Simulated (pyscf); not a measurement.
Homolytic dissociation enthalpies at 298 K of C–Si bonds in 8 gas-phase molecules, in kcal/mol. Structures and frequencies: ωB97X-D3(BJ)/def2-SVP in PySCF. Both columns use the same structures and thermal terms. Rows were drawn at random from the closed-shell molecules with such a bond whose radicals are computed, keep their shape and have no isomer in the data more than 5 kcal/mol lower.

| row | molecule | radicals | PBE/def2-TZVP | ωB97M-D3(BJ)/def2-TZVP |
|---|---|---|---|---|
| 1 | H₃C–N(CH₃)–Si(CH₃)(CH₃)–CH₃ | H₃C–N(CH₃)–Si•(CH₃)–CH₃ + CH₃• | 83.7 | 92.2 |
| 2 | F–C(F)(F)–Si(F)(F)–F | F–C•(F)–F + F–Si•(F)–F | 81.6 | 90.9 |
| 3 | H₃C–Si(CH₃)(CH₃)–OH | CH₃• + H₃C–Si•(CH₃)–OH | 87.6 | 95.2 |
| 4 | H₃C–Si(F)(SiH₃)–SiH₃ | CH₃• + F–Si•(SiH₃)–SiH₃ | 81.7 | 87.3 |
| 5 | F–C(F)(Si(F)(F)–F)–Si(F)(F)–F | F–C•(F)–Si(F)(F)–F + F–Si•(F)–F | 68.4 | 77.6 |
| 6 | H₃C–SiH(CH₃)–CH₃ | CH₃• + H₃C–SiH•–CH₃ | 86.3 | 92.7 |
| 7 | H₃C–B(CH₃)–CH₂–SiH₃ | •H₂C–B(CH₃)–CH₃ + SiH₃• | 78.9 | ? |
| 8 | F–CH₂–Si(F)(F)–F | •H₂C–F + F–Si•(F)–F | 84.2 | 92.2 |

**Question.** Fit a line that carries the PBE values to the last column and predict row 7.

**Answer.** In the 7 complete rows the last column lies 5.6 to 9.3 kcal/mol from PBE (mean 7.8, median 8.0). Least squares gives y = 16.0 + 0.90·x with residuals of 1.1 kcal/mol (root mean square). For row 7: 16.0 + 0.90 × 78.9 = 87.0 kcal/mol. The computed value is 84.7 kcal/mol, 2.3 under the line.
